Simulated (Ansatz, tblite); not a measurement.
# The cluster SnPt₂+: spin-state energies by level, part 2 of 2

Is the doublet the ground state of the cluster SnPt₂+? Other spin states are computed and compared level by level.

Ansatz 0.2.0, Gaussian basis; as each input shows.

## Step 10: Quartet, B97M-V/def2-TZVP

in.yaml reads:

```yaml
crystal:
  periodic: [false, false, false]
  atoms:
    - {symbol: Pt, position_ang: [0.630342, -1.056047, 0.725632]}
    - {symbol: Pt, position_ang: [0.060396, 1.269685, 0.650659]}
    - {symbol: Sn, position_ang: [-0.690728, -0.213638, -1.376291]}
basis:
  gaussian: {orbitals: def2-TZVP, initial_orbitals: start.molden}
total_charge: 1
magnetization: {spin_polarized: true, initial_magnetization: 3}
hamiltonian: {xc: {name: B97M-V}}
scf: {omitted_lower_state_checks: [starts]}
output: {orbitals: {seedname: orbitals}}
```

Command:

```bash
> ansatz run in.yaml --threads 4 --pin off --events-out ev --progress --plain --max-ram 3916MiB
```

Log, cut to the lines that bear on the results:

```text
Functional definition: B97M-V
  name "B97M-V"
  cite "Mardirossian & Head-Gordon, J. Chem. Phys. 142, 074111 (2015) doi:10.1063/1.4907719"
  cite "Becke, J. Chem. Phys. 107, 8554 (1997) doi:10.1063/1.475007"
  cite "Vydrov & Van Voorhis, J. Chem. Phys. 133, 244103 (2010) doi:10.1063/1.3521275"
  # Of w^i u^j: cxij and so on, Table III.
[...]
  gx(w, u) = cx00 + cx01*u + cx02*u^2 + (cx10 + cx11*u)*w
  gss(w, u) = css00 + css02*u^2 + css10*w + (css32*w^3 + css42*w^4)*u^2
  gos(w, u) = cos00 + cos01*u + cos03*u^3 + cos10*w + cos32*w^3*u^2
[...]
      + integral(e_c_pw_mod_opposite_spin*gos(b97_w_opposite, b97_u_opposite)) + vv10(b, c)
[...]
1180 factors; their error is unknown
[...]
mean field -12318.74715610 eV, -452.7056080401 hartree, gradient 7.8e-6 eV, S^2 3.776792; 0 other end points of the search recorded, 0 dependent functions left out
reference -12318.74721650 eV, -452.7056102595 hartree; 30, 27 occupied and 100, 103 virtual orbitals, 1180 factors
Total energy: -12318.74721650 eV, -452.7056102595 hartree
Checks for a lower state left out: starts
```

Wall time 19 s (4 threads of Arm Neoverse V2, shared host).

From the report: HOMO -9.96 eV, LUMO -10.58 eV (over both spins; with the spin held, an empty level of the minority spin lies below the top filled one); ⟨S²⟩ 3.777 (pure: 3.75).

## Step 11: Quartet, r2SCANh-D4/def2-TZVP

Changes to in.yaml since step 10:

```diff
@@ -10,3 +10,3 @@
 magnetization: {spin_polarized: true, initial_magnetization: 3}
-hamiltonian: {xc: {name: B97M-V}}
+hamiltonian: {xc: {name: r2SCANh}, dispersion: d4}
 scf: {omitted_lower_state_checks: [starts]}
```

Same command.

Log, cut to the lines that bear on the results:

```text
Functional definition: r2SCANh
  name "r2SCANh"
  cite "Bursch, Neugebauer, Ehlert & Grimme, J. Chem. Phys. 156, 134105 (2022) doi:10.1063/5.0086040"
  cite "Furness, Kaplan, Ning, Perdew & Sun, J. Phys. Chem. Lett. 11, 8208 (2020) doi:10.1021/acs.jpclett.0c02405"
  cite "Furness, Kaplan, Ning, Perdew & Sun, J. Phys. Chem. Lett. 11, 9248 (2020) doi:10.1021/acs.jpclett.0c03077"
  parent r2scan
[...]
1195 factors; their error is unknown
[...]
mean field -12323.13146749 eV, -452.8667285117 hartree, gradient 1.3e-5 eV, S^2 3.794298; 0 other end points of the search recorded, 0 dependent functions left out
reference -12323.13148522 eV, -452.8667291632 hartree; 30, 27 occupied and 100, 103 virtual orbitals, 1195 factors
Total energy: -12323.15900014 eV, -452.8677403181 hartree
Checks for a lower state left out: starts
```

Wall time 21 s (4 threads of Arm Neoverse V2, shared host); peak memory 0.71 GiB.

From the report: HOMO -10.74 eV, LUMO -10.35 eV (over both spins); ⟨S²⟩ 3.794 (pure: 3.75).

## Step 12: Quartet, HSE06-D4/def2-TZVP

Changes to in.yaml since step 11:

```diff
@@ -10,3 +10,3 @@
 magnetization: {spin_polarized: true, initial_magnetization: 3}
-hamiltonian: {xc: {name: r2SCANh}, dispersion: d4}
+hamiltonian: {xc: hse06, dispersion: d4}
 scf: {omitted_lower_state_checks: [starts]}
```

The command is unchanged.

Log, cut to the lines that bear on the results:

```text
Functional definition: HSE06
  name "HSE06"
  cite "Heyd, Scuseria & Ernzerhof, J. Chem. Phys. 118, 8207 (2003) doi:10.1063/1.1564060"
  cite "Krukau, Vydrov, Izmaylov & Scuseria, J. Chem. Phys. 125, 224106 (2006) doi:10.1063/1.2404663"
  cite "Heyd & Scuseria, J. Chem. Phys. 120, 7274 (2004) doi:10.1063/1.1668634"
  cite "Ernzerhof & Perdew, J. Chem. Phys. 109, 3313 (1998) doi:10.1063/1.476928"
  cite "Perdew, Burke & Ernzerhof, Phys. Rev. Lett. 77, 3865 (1996) doi:10.1103/PhysRevLett.77.3865"
  parent pbe
[...]
  # The whole range is PBE's own exchange, as in plane waves. The composition of these papers is wPBEh.
[...]
1289 factors; their error is unknown
75 factors; integrals over basis functions are off by at most 1.5e-6 eV
[...]
mean field -12319.30420900 eV, -452.7260793564 hartree, gradient 6.8e-6 eV, S^2 3.786515; 0 other end points of the search recorded, 0 dependent functions left out
reference -12319.30425214 eV, -452.7260809417 hartree; 30, 27 occupied and 100, 103 virtual orbitals, 1289 factors
Total energy: -12319.42259403 eV, -452.7304299261 hartree
Checks for a lower state left out: starts
```

Wall time 11 s (4 threads of Arm Neoverse V2, shared host); peak memory 0.67 GiB.

From the report: HOMO -10.51 eV, LUMO -10.24 eV (over both spins); ⟨S²⟩ 3.787 (pure: 3.75).

## Step 13: Quartet, B2PLYP/def2-TZVP

Changes to in.yaml since step 12:

```diff
@@ -10,4 +10,3 @@
 magnetization: {spin_polarized: true, initial_magnetization: 3}
-hamiltonian: {xc: hse06, dispersion: d4}
+hamiltonian: {xc: {name: B2PLYP}}
 scf: {omitted_lower_state_checks: [starts]}
-output: {orbitals: {seedname: orbitals}}
```

The command is unchanged.

Log, cut to the lines that bear on the results:

```text
Functional definition: B2PLYP
  name "B2PLYP"
  cite "Grimme, J. Chem. Phys. 124, 034108 (2006) doi:10.1063/1.2148954"
  cite "Becke, Phys. Rev. A 38, 3098 (1988) doi:10.1103/PhysRevA.38.3098"
  cite "Lee, Yang & Parr, Phys. Rev. B 37, 785 (1988) doi:10.1103/PhysRevB.37.785"
[...]
1234 factors; integrals over basis functions are off by at most 3.8e-4 eV
[...]
mean field -12293.34059183 eV, -451.7719340243 hartree, gradient 2.1e-6 eV, S^2 3.775129; 0 other end points of the search recorded, 0 dependent functions left out
4 core orbitals not correlated, not the lowest: weight in the atoms' cores, before any rotation towards them, 1.000 or more for the frozen orbitals, at most 0.000 for the correlated occupied ones
reference -12293.34072703 eV, -451.7719389927 hartree; 26, 23 occupied and 100, 103 virtual orbitals, 1234 factors
second order -37.46345263 eV of doubles, -0.00000000 eV of singles
Total energy: -12303.45585924 eV, -452.1436632451 hartree
Checks for a lower state left out: starts
```

Run time: 20 s. Hardware: 4 threads of Arm Neoverse V2, shared host.

⟨S²⟩ 3.775 (pure: 3.75).

## Step 14: Quartet, CCSD(T)/def2-TZVP

Changes to in.yaml since step 13:

```diff
@@ -10,3 +10,4 @@
 magnetization: {spin_polarized: true, initial_magnetization: 3}
-hamiltonian: {xc: {name: B2PLYP}}
-scf: {omitted_lower_state_checks: [starts]}
+correlation: {method: ccsd_t}
+scf: {omitted_lower_state_checks: [starts, cluster_reference]}
+output: {orbitals: {seedname: orbitals}}
```

The command is unchanged.

Log, cut to the lines that bear on the results:

```text
Functional definition: HF
  name "HF"
  cite "Fock, Z. Phys. 61, 126 (1930) doi:10.1007/BF01340294"
  parent pbe
[...]
1234 factors; integrals over basis functions are off by at most 3.8e-4 eV
[...]
mean field -12244.60738041 eV, -449.9810215371 hartree, gradient 2.6e-6 eV, S^2 3.808670; 0 other end points of the search recorded, 0 dependent functions left out
4 core orbitals not correlated, not the lowest: weight in the atoms' cores, before any rotation towards them, 1.000 or more for the frozen orbitals, at most 0.000 for the correlated occupied ones
reference -12244.60738041 eV, -449.9810215371 hartree; 26, 23 occupied and 100, 103 virtual orbitals, 1234 factors
second order -30.34273354 eV of doubles, -0.00000000 eV of singles
cycle   1  -26.72362826 eV  change     3.6e0 eV  update   2.3e-1
[...]
cycle  35  -28.39102736 eV  change    2.1e-5 eV  update   2.1e-5
perturbative correction -1.16490005 eV, -0.0428092873 hartree
Total energy: -12274.16330782 eV, -451.0671818356 hartree
Checks for a lower state left out: starts, cluster_reference
```

Run time: 4.4 min. Hardware: 4 threads of Arm Neoverse V2, shared host; peak memory 2.3 GiB.

Report: Hartree-Fock HOMO -11.90 eV, LUMO -5.19 eV (over both spins); ⟨S²⟩ 3.809 (pure: 3.75); T1 0.080. Doubts: large T1 diagnostic.

## Step 15: Quartet, RPA/def2-TZVP

Changes to in.yaml since step 14:

```diff
@@ -10,4 +10,4 @@
 magnetization: {spin_polarized: true, initial_magnetization: 3}
-correlation: {method: ccsd_t}
-scf: {omitted_lower_state_checks: [starts, cluster_reference]}
-output: {orbitals: {seedname: orbitals}}
+hamiltonian: {xc: pbe}
+correlation: {method: rpa}
+scf: {omitted_lower_state_checks: [starts]}
```

Same command.

Log, cut to the lines that bear on the results:

```text
Functional definition: PBE
  name "PBE"
  cite "Perdew, Burke & Ernzerhof, Phys. Rev. Lett. 77, 3865 (1996) doi:10.1103/PhysRevLett.77.3865"
  parent pbe
[...]
1234 factors; integrals over basis functions are off by at most 3.8e-4 eV
[...]
mean field -12322.74334595 eV, -452.8524653081 hartree, gradient 5.9e-6 eV, S^2 3.761580; 0 other end points of the search recorded, 0 dependent functions left out
4 core orbitals not correlated, not the lowest: weight in the atoms' cores, before any rotation towards them, 1.000 or more for the frozen orbitals, at most 0.000 for the correlated occupied ones
reference -12241.37421018 eV, -449.8622047225 hartree; 26, 23 occupied and 100, 103 virtual orbitals, 1234 factors
Total energy: -12283.50072920 eV, -451.4103257423 hartree
Checks for a lower state left out: starts
```

It took 6 s on 4 threads of Arm Neoverse V2, shared host.

Report: ⟨S²⟩ 3.762 (pure: 3.75).

## Step 16: Fields of the quartet

Orbitals, density, ELF and potential are computed afterwards from the orbital file.

Frontier orbitals at PBE0-D4/def2-TZVP (alpha spin), with the share of their density that lies nearest to each atom:

```
orbital  energy (eV)                             lies on
   HOMO       -10.87  Pt1, Pt2 about 38 % each; Sn3 24 %
   LUMO        -8.08  Sn3 78 %; Pt1, Pt2 about 11 % each
```

ELF in a plane through or near 3 of the atoms.

Values, 10 rows by 14 columns:
```
0.00 0.00 0.00 0.00 0.01 0.02 0.02 0.01 0.00 0.00 0.00 0.00 0.00 0.00
0.00 0.00 0.00 0.02 0.08 0.17 0.18 0.11 0.06 0.02 0.00 0.00 0.00 0.00
0.00 0.00 0.01 0.07 0.17 0.42 0.37 0.21 0.25 0.19 0.20 0.17 0.02 0.00
0.00 0.00 0.03 0.16 0.42 0.70 0.64 0.41 0.42 0.43 0.60 0.73 0.54 0.06
0.00 0.00 0.06 0.24 0.31 0.58 0.64 0.36 0.21 0.59 0.44 0.48 0.88 0.54
0.00 0.00 0.05 0.21 0.36 0.34 0.31 0.34 0.32 0.40 0.74 0.37 0.88 0.68
0.00 0.00 0.06 0.23 0.46 0.54 0.42 0.43 0.37 0.26 0.37 0.71 0.82 0.26
0.00 0.00 0.02 0.12 0.29 0.72 0.67 0.30 0.37 0.36 0.50 0.56 0.24 0.01
0.00 0.00 0.00 0.04 0.14 0.26 0.25 0.18 0.14 0.08 0.04 0.02 0.00 0.00
0.00 0.00 0.00 0.01 0.04 0.09 0.10 0.06 0.02 0.00 0.00 0.00 0.00 0.00
```
The map spans 8.3 Å across and 7.6 Å up, centred on the molecule. Atoms in the plane (x, y in Å): Pt1 (-0.8, 1.2), Pt2 (-0.8, -1.2), Sn3 (1.6, 0.0).

On the surface of density 0.002 e/bohr³ the electrostatic potential runs, from the 1st to the 99th percentile, from 4.33 V near Pt1 to 7.10 V near Sn3.

The spin density lies nearest to Pt1, Pt2 about 46 % each; Sn3 7 %.

## Step 17: Quartet less doublet

The doublet's energies are those of its earlier runs, whose logs aren't repeated here.

```
               level  quartet less doublet (kJ/mol)     time
            GFN1-xTB                         +152.2  0.005 s
            GFN2-xTB                          +92.2  0.007 s
       HF/def2-TZVP†                          +13.5         
       LDA/def2-TZVP                         +113.0    3.4 s
    PBE-D4/def2-TZVP                         +107.1    6.8 s
 r2SCAN-D4/def2-TZVP                          +98.2     15 s
    B97M-V/def2-TZVP                         +108.6     37 s
r2SCANh-D4/def2-TZVP                         +100.6     39 s
   PBE0-D4/def2-TZVP                         +114.5     19 s
  HSE06-D4/def2-TZVP                         +114.1     21 s
    B2PLYP/def2-TZVP                         +171.5     29 s
       RPA/def2-TZVP                          +92.6     12 s
      MP2/def2-TZVP†                         +109.6         
     CCSD/def2-TZVP†                          +97.7         
  CCSD(T)/def2-TZVP†                         +107.7  6.6 min
```

Times add the two runs; a level without a time comes out of a correlated run. † marks a level with a doubtful state (flagged, unstable, out of aufbau order, or strongly spin-contaminated); such levels are left out of the summary. Tight binding without a spin term can't rank spin states. CCSD(T)/def2-TZVP is no safe reference here (large T1 diagnostic, spin contamination).

## Step 18: Outcome

What follows sums up all 2 parts.

| quantity | value |
| --- | --- |
| quartet less doublet, functionals in def2-TZVP | +98.2 (r2SCAN-D4) to +171.5 kJ/mol (B2PLYP) |

All functionals put the quartet above the doublet, over a spread of 73.3 kJ/mol. The checks for a lower quartet were left out, so another state of that spin may lie lower. These are electronic energies, without zero-point motion, entropy or surroundings. Spin-orbit coupling is left out too; for so heavy a metal it can shift spin gaps by tenths of an eV.
